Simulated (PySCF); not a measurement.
**Computed properties of disilane (H6Si2), SMILES [SiH3][SiH3]**

disilane (H6Si2), SMILES [SiH3][SiH3]. Coordinates come from a B3LYP-D3(BJ)/def2-TZVP optimisation. One conformer was computed; it need not be the lowest. All values are computed for the isolated molecule unless a solvent is named; none is compared with measurement here.

**Structure.** The optimised structure has D3 symmetry. All 18 harmonic modes at B3LYP-D3(BJ)/def2-TZVP (PySCF) are real, so it is a minimum.

**Vibrations.** The strongest infrared lines (harmonic, unscaled, degenerate partners summed) lie at 854 cm⁻¹ (523 km/mol, H 91 %, Si 9 %), 2227 cm⁻¹ (383 km/mol, H 96 %), 959 cm⁻¹ (173 km/mol, H 97 %). The softest mode is at 135 cm⁻¹ and the zero-point energy is 30.7 kcal/mol.

**Electronic structure.** HF/def2-TZVPD (PySCF) places the frontier levels at -11.02 and 1.83 eV, a gap of 12.85 eV, and gives a dipole moment of 0.00 D and a mean polarisability of 57.7 bohr³.

**Excitations.** TDA-M06-2X/def2-SVPD (PySCF) has S1 at 7.51 eV (165 nm, f = 0.063, bright); the most intense of the 10 singlets computed lies at 7.92 eV (f = 0.67). Strengths of degenerate partners are summed. T1 (TDA) is at 6.72 eV, 0.79 eV under S1. No vertical singlet excitation falls in the visible range (under 3.1 eV).

**NMR.** GIAO shifts at B3LYP/pcSseg-2 (PySCF) (non-relativistic, atoms alike by connectivity averaged): ¹H at 3.7 ppm against TMS; ²⁹Si at -112.4 ppm against TMS.
